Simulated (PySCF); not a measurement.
**Fluorine: a sound run and one with changed settings**

Sound run: F [He] 2s2 2p5, F⁺ [He] 2s2 2p4. Calculation: PySCF 2.14, in pcseg-2 (4s3p2d1f, 30 functions); the non-relativistic Hamiltonian (point nucleus). The sound run starts from symmetry-adapted Hartree-Fock orbitals and uses a fine grid where one is needed.

Changed run: radial step 1.2 in ln r (0.13 in the sound run). This setting is unsound on purpose.

```csv
species,method,sound run (hartree),changed run (hartree),converged
F,UHF,-99.40643,-99.40643,yes
F,PBE,-99.66845,-100.18204,yes
F,PBE0,-99.67419,-100.02188,yes
F⁺,UHF,-98.83003,-98.83003,yes
F⁺,PBE,-99.01893,-99.56605,yes
F⁺,PBE0,-99.03216,-99.41793,yes
```

Ionisation energy of F:

```
method  sound run (eV)  changed run (eV)
   UHF          15.685            15.685
   PBE          17.674            16.762
  PBE0          17.470            16.434
```

A coarse radial grid mis-integrates the density and the exchange-correlation energy, with errors of either sign; Hartree-Fock needs no grid.

For comparison, NIST gives 17.423 eV between the lowest levels.
